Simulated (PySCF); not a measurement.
C2H7N, SMILES CNC (connectivity only; charge and spin as stated), charge +1, multiplicity 2. Atoms are numbered in the order given.

```xyz
10

C      1.2734     0.0003    -0.2074
N      0.0000     0.0000     0.4427
C     -1.2734    -0.0003    -0.2074
H      1.8409    -0.8825     0.1186
H      1.1547     0.0075    -1.2861
H      1.8476     0.8735     0.1310
H      0.0000     0.0000     1.4627
H     -1.8476    -0.8735     0.1310
H     -1.8409     0.8825     0.1186
H     -1.1547    -0.0075    -1.2861
```
Charge +1, spin multiplicity 2.

Geometry optimised at B3LYP-D3(BJ)/def2-TZVP. The multiplicity is an assumed one; other spin states were not compared.

Level of theory: PySCF with PBE/def2-TZVPD.

Mulliken values depend strongly on the basis, most of all with diffuse functions as here. ESP charges are fitted to the potential on shells at 1.4 to 2.0 van der Waals radii. Atomic charges (e):

| atom | meta-Löwdin | ESP fit | Mulliken | Mulliken spin |
|---|---|---|---|---|
| C1 | -0.25 | -0.40 | -0.56 | 0.01 |
| N2 | 0.06 | 0.14 | 0.15 | 0.80 |
| C3 | -0.25 | -0.40 | -0.56 | 0.01 |
| H4 | 0.20 | 0.23 | 0.30 | 0.06 |
| H5 | 0.17 | 0.23 | 0.26 | 0.00 |
| H6 | 0.20 | 0.23 | 0.30 | 0.06 |
| H7 | 0.29 | 0.30 | 0.25 | -0.05 |
| H8 | 0.20 | 0.23 | 0.30 | 0.06 |
| H9 | 0.20 | 0.23 | 0.30 | 0.06 |
| H10 | 0.17 | 0.23 | 0.26 | 0.00 |
